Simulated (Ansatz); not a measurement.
H2O2 (hydrogen peroxide): the energy, rung by rung

The species is H2O2 (4 atoms), meant as a singlet with charge 0. As SMILES, `OO`. The shape was relaxed beforehand at PBE0/def2-SVP.

```xyz
4

O    -0.4773   -0.5794    0.0187
O     0.0606    0.7193    0.2069
H     0.1776   -1.1201    0.4813
H     0.2391    0.9803   -0.7070
```

Each level gives the dissociation energy of the H4–O2 bond into doublet H and doublet HO2 (shapes relaxed at PBE0/def2-SVP, no zero-point term) (eV). The values are calculated.

```tsv
level	kind	program	value (eV)	CPU time (all runs)
SVWN5/def2-TZVPP	LDA	Ansatz	4.29	1.4 s
PBE/def2-TZVPP	GGA	Ansatz	3.75	2.9 s
r2SCAN/def2-TZVPP	meta-GGA	Ansatz	3.78	4 s
B3LYP/def2-TZVPP	global hybrid	Ansatz	3.85	2.2 s
wB97M-V/def2-TZVPP	range-separated hybrid	Ansatz	3.96	10 s
B2PLYP/def2-TZVPP	double hybrid	Ansatz	3.91	3.6 s
RPA@PBE/def2-TZVPP	RPA	Ansatz	3.84	4.4 s
MP2/def2-TZVPP	perturbation theory	Ansatz	4.18	1.3 s
```

The values span 3.75 to 4.29 eV. Measured bond enthalpies also hold zero-point and thermal terms, a few tenths of an eV less. CPU times are rough (shared hosts, several kinds of processor): they show what a rung costs within a factor of a few.
